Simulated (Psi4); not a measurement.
Psi4 input (wB97X-D/6-311+G**):

```
memory 1500 MB

molecule {
0 2
C     0.06772882    1.33677652   -0.58076859
S    -0.20351480    0.11041718    0.56938539
C     0.24338008   -1.37270681   -0.36653509
H     0.55259827    1.12781644   -1.52160068
H    -0.15162162    2.35061391   -0.28599237
H     0.11271911   -2.22427414    0.29855508
H    -0.40799579   -1.48486538   -1.23221886
H     1.28388336   -1.32038413   -0.68508729
symmetry c1
no_reorient
no_com
}

set {
  basis 6-311+G**
  reference uks
  scf_type pk
  dft_radial_points 99
  dft_spherical_points 590
  e_convergence 1e-8
  d_convergence 1e-7
  maxiter 150
}

e = energy('wb97x-d')
print_out(f'\nFINAL {e:.10f} DIPOLE {variable("CURRENT DIPOLE")[0]:.6f} {variable("CURRENT DIPOLE")[1]:.6f} {variable("CURRENT DIPOLE")[2]:.6f}\n')
```

Problem. Predict the final energy.

Solution. -477.35346 Eh.
